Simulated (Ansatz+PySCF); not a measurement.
Results of a calculation; reference values are marked as such.
Input for Ansatz (development build ahead of 0.2.0):

```yaml
crystal:
  periodic: [false, false, false]
  atoms:
    - { symbol: C, position_ang: [-0.01248, -0.58545, 0.0] }
    - { symbol: O, position_ang: [-0.01248, 0.80057, 0.0] }
    - { symbol: H, position_ang: [1.07083, -0.87286, 0.0] }
    - { symbol: H, position_ang: [-0.47122, -1.00334, 0.90328] }
    - { symbol: H, position_ang: [-0.47122, -1.00334, -0.90328] }
basis:
  gaussian: { orbitals: cc-pVTZ }
magnetization:
  initial_magnetization: 1
hamiltonian:
  xc: hf
correlation:
  method: ccsd_t
  frozen_orbitals: { C: 1, H: 0, O: 1 }
```

The input is written out in the form of the current development build from the run's settings. Correlation on restricted open-shell orbitals is semicanonical, with singles.

Output:

- Converged: yes
- Reference energy: -114.46004 hartree
- Correlation energy: -0.41448 hartree
- Total energy: -114.87452 hartree
- Spin squared of the determinant: 0.750
- Stability test: minimum among restricted orbitals
- T1 diagnostic: 0.021
- Occupied orbitals by symmetry in an Abelian subgroup (alpha; beta): 7 A' 2 A''; 6 A' 2 A''
